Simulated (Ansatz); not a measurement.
# CH3F (fluoromethane) at CCSDT(Q)/B/6-311G

What is the energy difference between two shapes of CH3F (fluoromethane) at CCSDT(Q)/B/6-311G? 

Program for the calculation: Ansatz 0.2.0.

7 further runs of the same task are left out: 1 that didn't finish, 6 set aside as unsound or not needed.

## 1. The structure to begin with

CH3F: 5 atoms, total charge 0, spin state singlet. SMILES: `CF`. Geometry: relaxed at PBE0-D4/def2-TZVP.

Bond lengths: C1–F2 1.376 Å, C1–H3 1.092 Å, C1–H4 1.092 Å, C1–H5 1.092 Å. Angles: F2–C1–H3 109.1°, F2–C1–H4 109.1°, F2–C1–H5 109.1°, H3–C1–H4 109.9°, H3–C1–H5 109.9°, H4–C1–H5 109.9°.

## 2. The energy at CCSDT(Q)/B/6-311G

Input file input.yaml:

```yaml
crystal:
  periodic: [false, false, false]
  atoms:
    - symbol: C
      position_ang: [-0.050700, 0.032900, 0.007800]
    - symbol: F
      position_ang: [1.094100, -0.710500, -0.168600]
    - symbol: H
      position_ang: [-0.918700, -0.626900, -0.058000]
    - symbol: H
      position_ang: [-0.104800, 0.796000, -0.772000]
    - symbol: H
      position_ang: [-0.019800, 0.508500, 0.990700]
basis:
  gaussian:
    orbitals: 6-311G.json
correlation:
  method: ccsdt_q_b
  electrons: all
accuracy: high
output: {orbitals: {seedname: orbitals}}
```

The basis set 6-311G is read from a file made from the Basis Set Exchange's data (not shown).

Started as:

```sh
$ ansatz run input.yaml --threads 1 --pin off --max-ram 2610MiB --events-out events.jsonl --progress --plain --runs-dir runs
```

Standard output, cut to the lines that bear on the results:

```text
Warning: RAYON_NUM_THREADS=1 ignored (pool sized by the plan → 1); use --threads N
Functional definition: HF
  name "HF"
[...]
763 factors; integrals over basis functions are off by at most 3.8e-9 eV
[...]
mean field -3783.32202002 eV, -139.0345198078 hartree, gradient 1.8e-8 eV, S^2 0.000000; 0 other end points of the search recorded, 0 dependent functions left out
reference -3783.32202002 eV, -139.0345198078 hartree; 9, 9 occupied and 26, 26 virtual orbitals, 763 factors
second order -7.22282889 eV of doubles, -0.00000000 eV of singles
cycle   1  -7.36295665 eV  change   -1.4e-1 eV  update   6.6e-2
[...]
cycle  20  -7.81928340 eV  change    1.0e-9 eV  update  5.8e-10
perturbative correction -0.00533694 eV, -0.0001961290 hartree
Total energy: -3791.14664036 eV, -139.3220693017 hartree
```

Wall time 20 s (1 thread of Intel Xeon 6975P-C (Granite Rapids), shared host); peak memory 0.73 GiB.

## 3. The distorted shape, same level

Input file input.yaml:

```yaml
crystal:
  periodic: [false, false, false]
  atoms:
    - symbol: C
      position_ang: [-0.102352, -0.101212, 0.004967]
    - symbol: F
      position_ang: [1.215331, -0.694119, -0.250197]
    - symbol: H
      position_ang: [-0.806462, -0.584560, -0.128944]
    - symbol: H
      position_ang: [-0.216916, 0.740003, -0.770390]
    - symbol: H
      position_ang: [-0.082546, 0.547659, 0.942249]
basis:
  gaussian:
    orbitals: 6-311G.json
correlation:
  method: ccsdt_q_b
  electrons: all
accuracy: high
output: {orbitals: {seedname: orbitals}}
```

The basis set 6-311G is read from a file made from the Basis Set Exchange's data (not shown).

Started as:

```sh
$ ansatz run input.yaml --threads 1 --pin off --max-ram 2610MiB --events-out events.jsonl --progress --plain --runs-dir runs
```

Standard output, cut to the lines that bear on the results:

```text
Warning: RAYON_NUM_THREADS=1 ignored (pool sized by the plan → 1); use --threads N
Functional definition: HF
  name "HF"
[...]
758 factors; integrals over basis functions are off by at most 3.5e-9 eV
[...]
mean field -3781.58966655 eV, -138.9708569923 hartree, gradient 6.9e-9 eV, S^2 0.000000; 0 other end points of the search recorded, 0 dependent functions left out
reference -3781.58966655 eV, -138.9708569923 hartree; 9, 9 occupied and 26, 26 virtual orbitals, 758 factors
second order -7.33727345 eV of doubles, -0.00000000 eV of singles
cycle   1  -7.44272294 eV  change   -1.1e-1 eV  update   7.1e-2
[...]
cycle  21  -7.93448062 eV  change  -3.9e-10 eV  update   1.1e-9
perturbative correction -0.00673711 eV, -0.0002475841 hartree
Total energy: -3789.53088428 eV, -139.2626913609 hartree
```

Wall time 20 s (1 thread of Intel Xeon 6975P-C (Granite Rapids), shared host); peak memory 0.73 GiB.

## 4. What came out

Level: CCSDT(Q)/B/6-311G.

```
                                              quantity          value
                             first shape: total energy  -139.32207 Eh
      first shape: HOMO energy (Hartree–Fock orbitals)      -14.40 eV
      first shape: LUMO energy (Hartree–Fock orbitals)        4.19 eV
    first shape: HOMO–LUMO gap (Hartree–Fock orbitals)       18.59 eV
                       first shape: correlation energy     -287.5 mEh
                            first shape: T1 diagnostic          0.007
                         distorted shape: total energy  -139.26269 Eh
  distorted shape: HOMO energy (Hartree–Fock orbitals)      -13.90 eV
  distorted shape: LUMO energy (Hartree–Fock orbitals)        4.10 eV
distorted shape: HOMO–LUMO gap (Hartree–Fock orbitals)       17.99 eV
                   distorted shape: correlation energy     -291.8 mEh
                        distorted shape: T1 diagnostic          0.008
                energy change with the atoms displaced       1.616 eV
```

With the atoms displaced the energy rises by 1.62 eV (156 kJ/mol). The first shape isn't relaxed at this level, so the change isn't measured from a minimum.
